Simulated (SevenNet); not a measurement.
# Tetragonal perovskite BaTiO3 (room-temperature form, which distorts further on cooling)

Level of theory: the machine-learned potential SevenNet-0 (trained on PBE and PBE+U data).

Cell (relaxed at this level):

```
BaTiO3
1.0
    3.99377     0.00000     0.00000
    0.00000     3.99377     0.00000
    0.00000     0.00000     4.25691
Ba Ti O
1 1 3
Direct
  0.00000   0.00000   0.01326
  0.50000   0.50000   0.53230
  0.50000   0.50000   0.95789
  0.00000   0.50000   0.48027
  0.50000   0.00000   0.48027
```

```json
{
  "lattice_constant_a": "3.994 Å",
  "c axis length": "4.257 Å"
}
```

Measured, for comparison: lattice constant a 3.994 Å, lattice parameter c 4.034 Å (300 K, not corrected to a static lattice; as tabulated in Wikipedia's data pages). Computed (rounded) less measured: lattice constant a 0.0 %, lattice parameter c +5.5 %.

A machine-learned potential is trained on density-functional data: it inherits that level's misses and adds fitting errors of its own.

Note: the model gives imaginary modes for this phase (in the spectrum interpolated from a supercell); this model's volume lies 6 % above that of the starting cell (a measured, published or database cell); the relaxation could not lower the start's symmetry, so the cell can be a saddle point above a distorted one.
